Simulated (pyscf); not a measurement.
**Four-centre exchange: `[PH]=[PH]` + `[PH3]` -> `[PH]=[P][PH2]` + `[H][H]`**

Gas phase, singlet surface, charge 0. Bonds broken: P1–H3, P5–H6. Bonds formed: P1–P5, H3–H6. Single points on ωB97X-D3(BJ)/def2-SVP structures (PySCF, gas phase).

Transition state (Å):

```xyz
8

P     -0.3853    -0.4917     0.7000
P     -2.3938    -0.2436     0.1993
H      0.1464     1.0285     0.5714
H     -2.7933     0.3739     1.4287
P     -0.2751    -0.0443    -1.4743
H      0.1956     1.2136    -0.5658
H      0.9871    -0.4679    -1.9801
H     -1.0661    -1.1108    -2.0055
```

One imaginary mode, 1543i cm⁻¹; descent along it reached the two sides named.

```
bond   change  reactant side (Å)  saddle  product side
-----  ------  -----------------  ------  ------------
P1–H3  breaks              1.427   1.616           3.4
P5–H6  breaks              1.423   1.621           3.1
P1–P5   forms                3.3   2.223         2.217
H3–H6   forms                3.6   1.153         0.761
```

Electronic energies relative to the separated reactants (kJ/mol):

```
level                   barrier  reaction energy  reverse barrier
----------------------  -------  ---------------  ---------------
ωB97X-D3(BJ)/def2-TZVP    214.2             -3.6            217.8
PBE/def2-TZVP             165.5             +1.8            163.7
r²SCAN/def2-TZVP          179.7             +2.2            177.6
B3LYP-D3(BJ)/def2-TZVP    213.1             +5.7            207.4
PBE0-D3(BJ)/def2-TZVP     181.3             +2.3            178.9
M06-2X/def2-TZVP          224.8             +5.0            219.8
ωB97M-D3(BJ)/def2-TZVP    233.8            +14.0            219.8
HF/def2-TZVP              364.1            +42.9            321.2
```

With ωB97M-D3(BJ)/def2-TZVP energies and thermal terms (ideal gas, 1 atm, RRHO with modes under 100 cm⁻¹ raised to 100, one conformer, R ln 2 for chiral ones without a mode under 150 cm⁻¹), in kJ/mol:

```
T (K)    ΔH‡    ΔG‡     ΔH     ΔG
-----  -----  -----  -----  -----
298    226.4  270.7   +8.0  +13.9
600    228.7  314.8  +13.8  +17.4
900    232.5  357.1  +17.9  +18.3
1200   236.3  398.1  +20.5  +18.0
```

The same reactants have a lower exit, to H₂P–PH–PH₂ (barrier +203.9 kJ/mol at ωB97M-D3(BJ)/def2-TZVP, against +233.8 kJ/mol here). One saddle was located; it need not be the lowest between these sides.
